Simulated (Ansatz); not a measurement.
[CH3···H···CH3], doublet: the ladder up to UCCSDT(Q)

Geometry: a point of a hydrogen-transfer path between rigid fragments, not a stationary point.

```yaml
atoms:
  - { symbol: C, position_ang: [-1.3643, 0.0000, 0.0000] }
  - { symbol: H, position_ang: [-1.7275, 1.0273, 0.0000] }
  - { symbol: H, position_ang: [-1.7275, -0.5137, 0.8897] }
  - { symbol: H, position_ang: [-1.7275, -0.5137, -0.8897] }
  - { symbol: H, position_ang: [-0.1843, 0.0000, 0.0000] }
  - { symbol: C, position_ang: [1.4497, 0.0000, 0.0000] }
  - { symbol: H, position_ang: [1.4497, -1.0800, 0.0000] }
  - { symbol: H, position_ang: [1.4497, 0.5400, 0.9353] }
  - { symbol: H, position_ang: [1.4497, 0.5400, -0.9353] }
```

Basis cc-pVDZ; Ansatz 0.2.0. Only valence electrons are correlated (noble-gas cores frozen), which leaves 15 electrons in 61 orbitals. R marks a restricted (for open shells ROHF) determinant, U an unrestricted one. Active spaces: pair = (3e, 3o) about the gap; frontier = (9e, 9o) about the gap.

Full CI isn't at hand for all of this; UCCSDT(Q) serves as the reference, and is uncertain by about the last step of the cluster series. The frozen core follows each run's orbitals, which can shift R against U totals by a few meV.

For open shells CISD is restricted-active-space CI with the open shells as a complete middle space.

The UHF ⟨S²⟩ is 0.769 and the T1 diagnostic (RCCSD) is 0.0153. The largest doubles amplitude (RCCSD) is 0.039. The T1 diagnostic (UCCSD) is 0.0095.

```json
{"level": "UHF", "E − E(RHF) (eV)": "-0.1553"}
{"level": "RMP2", "E − E(RHF) (eV)": "-8.2961"}
{"level": "UMP2", "E − E(RHF) (eV)": "-8.2861"}
{"level": "RCCSD", "E − E(RHF) (eV)": "-9.5212"}
{"level": "UCCSD", "E − E(RHF) (eV)": "-9.5238"}
{"level": "RCCSD(T)", "E − E(RHF) (eV)": "-9.7312"}
{"level": "UCCSD(T)", "E − E(RHF) (eV)": "-9.7309"}
```

(1) Estimate how far UCCSDT(Q) in cc-pVDZ lies from RCCSD(T). The table doesn't fix it; the size of (T) and the diagnostics are the guide.

(1) UCCSDT(Q) in cc-pVDZ lies 33 meV below RCCSD(T), which is 16 % of the (T) step (-210 meV). The diagnostics are small and one determinant leads, so the series closes fast and only a small part of (T) is left.

The other levels:

| level | E − E(UCCSDT(Q)) (meV) | share of correlation (%) | wall time |
| --- | --- | --- | --- |
| CISD | 1133 | 88.40 | 11 s |
| BCCD(T) | 33 | 99.66 | 3.5 s |
| RCCSDT | 10 | 99.90 | – |
| UCCSDT | 9 | 99.91 | – |
| RCCSDT(Q) | 1 | 99.99 | 13 s (H100) |
| CASSCF (pair space) | 9282 | 4.94 | – |
| NEVPT2 (pair space) | 1477 | 84.87 | 0.7 s |
| MRCISD (pair space) | 1039 | 89.36 | – |
| MRCISD+Q (pair space) | 130 | 98.66 | 3 s (H100) |
| CASSCF (frontier space) | 7473 | 23.47 | – |
| NEVPT2 (frontier space) | 1462 | 85.03 | 11 s (H100) |
| MRCISD (frontier space) | 683 | 93.00 | – |
| MRCISD+Q (frontier space) | 62 | 99.36 | 15 s (H100) |

The correlation energy at UCCSDT(Q), counted from RHF, is -9.765 eV. That run took 10 s on 2 threads of AMD EPYC 7R13 with a shared H100 80 GB, shared host.

Times hold each run's SCF and search for its determinant on a shared host, so for small cases they say little of a method's own cost; rows without a card ran on 1 thread of AMD EPYC 7R13.
